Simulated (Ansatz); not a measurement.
Worked example: the enthalpy of formation of C2H2O (ethynol)

C2H2O has 5 atoms, charge 0, and is taken as a singlet. SMILES: `C#CO`. Geometry: relaxed at PBE0-D4/def2-TZVP.

Total energies at B3LYP/6-31G* (spherical functions) (Ansatz 0.2.0); the atoms run unrestricted:

| species | state | energy (Eh) |
| --- | --- | --- |
| C2H2O | singlet | -152.527957 |
| C | triplet | -37.844694 |
| O | triplet | -75.059404 |
| H | doublet | -0.500273 |

Harmonic wavenumbers at PBE0-D4/def2-TZVP, in cm⁻¹: 409, 453, 549, 649, 1111, 1251, 2304, 3500, 3811.

Measured heats of formation of the gaseous atoms at 298.15 K, in kJ/mol: C 716.9, O 249.2, H 218.0. Spin-orbit lowering of the atoms at 298 K (mean of the ground term's levels less their thermal mean, from spectra), in kJ/mol: C 0.02, O 0.40. Take 1 Eh = 2625.50 kJ/mol, 1 cm⁻¹ = 0.0119627 kJ/mol, RT = 2.479 kJ/mol.

Question: What heat of formation follows?

Answer: 
1. Electronic atomisation energy: 2 × (-37.844694) + (-75.059404) + 2 × (-0.500273) − (-152.527957) = 0.778619 Eh = 2044.3 kJ/mol.
2. Zero-point energy: half the sum of the wavenumbers, 7018.5 cm⁻¹ = 84.0 kJ/mol.
3. Thermal vibrational enthalpy, Σ hcν̃/(exp(hcν̃/kT) − 1): 2.4 kJ/mol. Translation, rotation and pV of a non-linear molecule: 4 RT = 9.9 kJ/mol.
4. The 5 free atoms carry 5/2 RT each: 31.0 kJ/mol.
5. Spin-orbit coupling lowers the free atoms by 2 × 0.02 + 0.40 = 0.4 kJ/mol.
6. Atomisation enthalpy at 298 K: 2044.3 − 0.4 − 84.0 − 2.4 − 9.9 + 31.0 = 1978.6 kJ/mol.
7. Sum of the atoms' heats of formation: 2119.0 kJ/mol. Heat of formation: 2119.0 − 1978.6 = +140.4 kJ/mol.

The tabulated value is +92.7 kJ/mol (Active Thermochemical Tables), so this level is off by +47.7 kJ/mol, or 2.4 % of the atomisation enthalpy that the table implies (2026.3 kJ/mol). Anharmonicity and any spin-orbit splitting of the molecule are left out.
